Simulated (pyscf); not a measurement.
## Atom transfer: HO–Si(OH)(OH)–Cl + H atom (H•) -> HO–Si•(OH)–OH + hydrogen chloride (HCl)

Gas phase, doublet surface, charge 0. Bonds broken: Si1–Cl2. Bonds formed: Cl2–H9. PySCF, gas phase, ωB97X-D3(BJ)/def2-SVP geometries.

Transition state (Å):

```xyz
9

Si    -1.7839     0.2129     0.1471
Cl    -1.2922     2.4937     0.9189
O     -1.1863     0.0072    -1.3789
O     -1.0761    -0.8775     1.1660
O     -3.4176    -0.0303     0.1340
H     -1.5046     0.6134    -2.0565
H     -0.1218    -0.8116     1.2791
H     -3.8814     0.0858     0.9702
H     -0.9972     3.8471     1.3773
```

One imaginary mode, 496i cm⁻¹; descent along it reached the two sides named.

```csv
bond,change,reactant side (Å),saddle,product side
Si1–Cl2,breaks,2.068,2.458,3.7
Cl2–H9,forms,3.6,1.459,1.285
```

Electronic energies relative to the separated reactants (kcal/mol):

| level | barrier | reaction energy | reverse barrier |
|---|---|---|---|
| ωB97X-D3(BJ)/def2-TZVP | 28.2 | +18.0 | 10.3 |
| PBE/def2-TZVP | 14.9 | +10.3 | 4.6 |
| r²SCAN/def2-TZVP | 18.2 | +12.6 | 5.6 |
| B3LYP-D3(BJ)/def2-TZVP | 18.8 | +11.4 | 7.4 |
| PBE0-D3(BJ)/def2-TZVP | 21.3 | +14.5 | 6.8 |
| M06-2X/def2-TZVP | 26.8 | +15.4 | 11.4 |
| ωB97M-D3(BJ)/def2-TZVP | 26.8 | +16.2 | 10.6 |
| HF/def2-TZVP | 43.9 | +19.1 | 24.8 |

With ωB97M-D3(BJ)/def2-TZVP energies and thermal terms (ideal gas, 1 atm, RRHO with modes under 100 cm⁻¹ raised to 100, one conformer, R ln 2 for chiral ones without a mode under 150 cm⁻¹), in kcal/mol:

```json
[
 {"T (K)": "298", "ΔH‡": "27.2", "ΔG‡": "33.8", "ΔH": "+18.6", "ΔG": "+15.5"},
 {"T (K)": "600", "ΔH‡": "26.6", "ΔG‡": "40.7", "ΔH": "+17.7", "ΔG": "+12.7"},
 {"T (K)": "900", "ΔH‡": "26.2", "ΔG‡": "47.8", "ΔH": "+16.7", "ΔG": "+10.4"},
 {"T (K)": "1200", "ΔH‡": "25.8", "ΔG‡": "55.1", "ΔH": "+15.8", "ΔG": "+8.4"}
]
```

The same reactants have a lower exit, to HO–SiH(OH)–OH + Cl• (barrier +19.2 kcal/mol at ωB97M-D3(BJ)/def2-TZVP, against +26.8 kcal/mol here). This is the saddle that the search found; another between the same sides may lie lower. The angle at the transferred Cl is 180°.
